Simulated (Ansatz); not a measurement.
in.yaml

```yaml
crystal:
  periodic: [false, false, false]
  atoms:
    - {symbol: Ge, position_ang: [0.000000, 0.000000, 0.000000]}
    - {symbol: Al, position_ang: [0.000000, 0.000000, 2.466944]}
basis:
  gaussian: {orbitals: aug-cc-pVDZ}
magnetization: {spin_polarized: false, initial_magnetization: 3}
correlation: {method: fci, electrons: outside_noble_gas}
```

```sh
$ ansatz run in.yaml --threads 5 --pin off --events-out ev --progress --plain --max-ram 130560MiB --backend cuda --devices 0, --max-vram 75GiB
```

Log:

```
1102 factors; integrals over basis functions are off by at most 1.6e-7 eV
mean field evaluation 1: about -63054.3862 eV, gradient 4.3e0 eV
mean field evaluation 2: about -63054.3866 eV, gradient 4.3e0 eV
mean field evaluation 4: about -63054.7292 eV, gradient 1.1e0 eV
mean field evaluation 8: about -63054.7575 eV, gradient 6.5e-2 eV
mean field -63054.75783880 eV, -2317.2196105260 hartree, gradient 1.2e-6 eV, S^2 3.750000; 0 other end points of the search recorded, 0 dependent functions left out
mean field evaluation 16: about -63054.7477 eV, gradient 2.2e0 eV
19 core orbitals not correlated: weight in the atoms' cores, before any rotation towards them, 1.000 or more for the frozen orbitals, at most 0.000 for the correlated occupied ones
reference -63054.75783880 eV, -2317.2196105260 hartree; 5, 2 occupied and 39, 42 virtual orbitals, 1102 factors
state -63058.40405034 eV, -2317.3536063287 hartree
Total energy: -63058.40405034 eV, -2317.3536063287 hartree
```

Natural occupations: 1.9391 1.8733 0.9922 0.9703 0.9703 0.0565 0.0565 0.0345 0.0134 0.0134 0.0129 0.0110 0.0110 0.0077 0.0059 0.0059 0.0052 0.0033 0.0033 0.0029 0.0029 0.0026 0.0020 0.0007.

Ran on 5 threads of AMD EPYC 7R13 with a whole H100 80 GB, shared host: 3.5 min wall, 6.5 GiB peak host memory.
